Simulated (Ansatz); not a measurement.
# Molecular dynamics, step by step

AlH₂O (SMILES [O-][AlH2]) (charge -1), singlet, PBE-D4/STO-3G (Ansatz 0.2.0). Settings (timestep in fs, temperature in K, friction in 1/fs; T counts 12 degrees of freedom, while the starting velocities carry no drift of the centre of mass, so T starts below the set value):

```yaml
hamiltonian: {xc: pbe, dispersion: d4}
md: {n_steps: 80, timestep: 0.5, temperature: 300, ensemble: nvt_langevin, seed: 600, friction: 0.05, initial_velocities: maxwell_boltzmann}
```

Start (the SMILES describes the start alone):

O1  (0.034, -0.864, 1.469)
Al2  (0.002, -0.057, 0.098)
H3  (-0.994, -0.201, -1.150)
H4  (0.958, 1.122, -0.417)
(Å)

| step | time (fs) | potential energy less the start (meV) | kinetic energy (meV) | T (K) |
| --- | --- | --- | --- | --- |
| 0 | 0.00 | 0.0 | 116.3 | 225 |
| 5 | 2.50 | -24.2 | 137.0 | 265 |
| 10 | 5.00 | -59.8 | 157.7 | 305 |
| 15 | 7.50 | -33.2 | 74.0 | 143 |
| 20 | 10.00 | -14.8 | 86.1 | 167 |
| 25 | 12.50 | -5.8 | 73.4 | 142 |
| 30 | 15.00 | -12.4 | 67.9 | 131 |
| 35 | 17.50 | -5.7 | 110.1 | 213 |
| 40 | 20.00 | 4.9 | 97.7 | 189 |
| 45 | 22.50 | -15.3 | 124.4 | 241 |
| 50 | 25.00 | -2.2 | 133.0 | 257 |
| 55 | 27.50 | 43.2 | 76.6 | 148 |
| 60 | 30.00 | 34.2 | 113.4 | 219 |
| 65 | 32.50 | -11.5 | 204.4 | 395 |
| 70 | 35.00 | -25.6 | 303.5 | 587 |
| 75 | 37.50 | -28.4 | 211.0 | 408 |
| 80 | 40.00 | -31.5 | 190.6 | 369 |

Step 25, positions (Å) and forces (eV/Å):

```json
{"atom": "O1", "x": "0.081", "y": "-0.925", "z": "1.469", "Fx": "0.043", "Fy": "0.556", "Fz": "-0.613"}
{"atom": "Al2", "x": "0.012", "y": "-0.029", "z": "0.081", "Fx": "-0.402", "Fy": "-1.372", "Fz": "1.086"}
{"atom": "H3", "x": "-0.996", "y": "-0.434", "z": "-1.073", "Fx": "0.280", "Fy": "0.437", "Fz": "-0.095"}
{"atom": "H4", "x": "0.924", "y": "1.165", "z": "-0.263", "Fx": "0.080", "Fy": "0.379", "Fz": "-0.378"}
```

Step 45, positions (Å) and forces (eV/Å):

| atom | x | y | z | Fx | Fy | Fz |
| --- | --- | --- | --- | --- | --- | --- |
| O1 | 0.118 | -0.926 | 1.434 | 0.145 | -0.082 | 0.666 |
| Al2 | 0.019 | -0.018 | 0.097 | -0.449 | -0.323 | -1.320 |
| H3 | -0.887 | -0.480 | -1.158 | 0.268 | 0.311 | 0.443 |
| H4 | 0.842 | 1.209 | -0.426 | 0.036 | 0.095 | 0.212 |

Step 65, positions (Å) and forces (eV/Å):

```csv
atom,x,y,z,Fx,Fy,Fz
O1,0.158,-0.878,1.429,0.105,-0.400,1.055
Al2,0.037,-0.021,0.075,-0.216,0.227,-1.774
H3,-0.706,-0.503,-1.250,-0.035,-0.033,0.357
H4,0.731,1.287,-0.432,0.146,0.205,0.363
```

Last step (80):

O1  (0.149, -0.827, 1.455)
Al2  (0.049, -0.032, 0.037)
H3  (-0.694, -0.521, -1.257)
H4  (0.737, 1.384, -0.133)
(Å)

The run took about 87 s on 2 CPU threads of an Intel Xeon (shared host).
